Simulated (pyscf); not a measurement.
H₃Si–SiH(SiH₃)–SiH₃ (SMILES [SiH3][SiH]([SiH3])[SiH3]) + •H₂Si–SiH₃ (SMILES [SiH2][SiH3]) → H₃Si–Si•(SiH₃)–SiH₃ (SMILES [SiH3][Si]([SiH3])[SiH3]) + H₃Si–SiH₃ (SMILES [SiH3][SiH3]), a hydrogen abstraction (doublet surface; H–Si broken, H–Si formed). Single points on ωB97X-D3(BJ)/def2-SVP structures (PySCF, gas phase). Energies in kcal/mol from the separated reactants.

Small-basis levels: PySCF, no dispersion term, spherical d functions. AM1 to PM7: differences of heats of formation from MOPAC, which are fitted to 298 K values and so differ in kind from electronic energies by zero-point and thermal terms. GFN2-xTB: tblite. Open shells are spin-unrestricted. 

```tsv
level	barrier	reaction energy
HF/STO-3G	19.1	-5.6
HF/3-21G	14.3	-3.0
HF/6-31G*	20.9	-5.5
BP86/6-31G*	3.3	-5.5
PBE/6-31G*	1.2	-5.2
B3LYP/STO-3G	3.8	-5.9
B3LYP/6-311+G**	7.5	-5.6
PBE/def2-SVP	0.0	-4.9
GFN2-xTB	1.1	-10.7
AM1	-2.5	-3.3
PM3	-16.8	-4.9
PM6	-12.3	-13.5
ωB97M-D3(BJ)/def2-TZVP	4.1	-5.5
```

Against the last row the barrier runs from -20.9 (PM3) to +16.8 kcal/mol (HF/6-31G*). At AM1, PM3, PM6 this geometry lies under one side, so the entry may be no barrier of that level: it is a single point on another level's saddle. ωB97M-D3(BJ)/def2-TZVP has limits of its own. On the product side the descent ends in a complex, 6.1 kcal/mol under the separated species and 15.2 kcal/mol under the saddle at ωB97X-D3(BJ)/def2-TZVP. One saddle was located; it need not be the lowest between these sides. The angle at the transferred H is 152°.
